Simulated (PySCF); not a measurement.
## SO₂(OH)₂: fields on a plane

These are results of PBE0 in PySCF with S def2-SVP, O def2-SVP, H def2-SVP; no relativity; density-fitted integrals, not measurements.

The singlet minimum has O–H 0.970 Å (×2), S–O 1.437 Å (×2), S–O 1.608 Å (×2); H–O–S 108.3° (×2), O–S–O 101.5°, O–S–O 105.7° (×2), O–S–O 108.4° (×2), O–S–O 124.7°.

The plane holds S1 at (0.00, 0.00), O2 at (1.44, 0.00), O3 at (-0.82, 1.18) Å. Columns run from x = -2.85 to 3.75 Å, rows from y = 3.45 (top) to -1.95 Å, in steps of 0.3 Å. Other isomers or separated fragments may lie lower.

Task: Give the electrostatic potential (V) (cut at 20 V). Lower edges of the bins (V): '0' -1.47, '1' -1.34, '2' -1.14, '3' -0.82, '4' -0.32, '5' 0.48, '6' 1.75, '7' 3.76, '8' 6.95, '9' 12.00; top 20.0.

Result: 
```
33333333333333333333334
33333222223333333333333
33322211122333333333333
33221000012233333333333
33211122112233333333333
33212467533333333333333
33214799965444322222333
33226999986654321112233
33236999998876431001233
44335899999987774101223
44445789999999998410223
44455789999999999621223
55556789999999999621223
55556789999999998411233
55556678999988775212233
55555667888876543222333
55555566777765543333333
55555555666665544333334
55555555555555544444444
```

Task: Give the electron density (e/Å³) (cut at 5 e/Å³). Lower edges of the bins (e/Å³): '_' 0.000, '.' 0.030, ':' 0.076, '-' 0.151, '=' 0.268, '+' 0.455, '*' 0.750, '#' 1.218, '%' 1.960, '@' 3.136; top 5.00, each point printed twice.

Result: 
```
______________________________________________
______________________________________________
______________________________________________
____________......____________________________
________..::::--::....________________________
______..::==++**++--::..______________________
______..==**%%@@##++--..______________________
______::++%%@@@@@@##==::..........____________
____..::++%%@@@@@@##++==--------::..__________
______::==##@@@@%%##**++++++****==::..________
______..--++**##%%%%%%####%%@@%%##==::________
______..::--++**%%@@@@%%%%@@@@@@%%++::________
________..::==**##@@@@%%%%@@@@@@%%++::________
________..::--++**%%##**##%%@@%%##==::________
__________..--==++****++++++****==::..________
__________..::--======----------::..__________
__________....::::::::::..........____________
____________............______________________
______________________________________________
```
